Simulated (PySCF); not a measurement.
# Substituent effects on chemical shifts

Parent skeleton `[CH:1]#[C:2][CH3:3]`; one hydrogen on atom 1 is replaced by X. Hydrogens on one atom are averaged.

[PySCF 2.14: PBE0-D3(BJ)/def2-SVP structure; PBE0/pcSseg-1 with gauge-including orbitals; non-relativistic Hamiltonian; a single conformation; in vacuum; one averaged value for each set of equivalent atoms]

References, each an isolated molecule treated in the same way: TMS for ¹³C (184.41 ppm) and ¹H (31.27 ppm).

Parent (X = H): C1 73.5, C2 82.3, C3 4.2, H(C3) 1.83 ppm. Effects are Δδ = δ(X) − δ(H), positive for deshielding.

(1) Give Δδ (ppm) for X = CH2Cl, B(OH)2, BF2, BCl2, CH2NH2.

(2) Which position responds most, and to which substituents?

Answers

(1) 
```
     X       SMILES     C1     C2    C3  H(C3)
 CH2Cl      CC#CCCl   +6.1   +8.3  +0.6  +0.10
B(OH)2    CC#CB(O)O  +10.3  +21.2  +1.1  +0.08
   BF2    CC#CB(F)F   +6.0  +27.7  +1.3  +0.18
  BCl2  CC#CB(Cl)Cl  +16.8  +43.2  +2.3  +0.35
CH2NH2       CC#CCN  +12.9   +0.6  +0.4  +0.01
```

(2) C2: from +0.6 ppm with CH2NH2 to +43.2 ppm with BCl2.
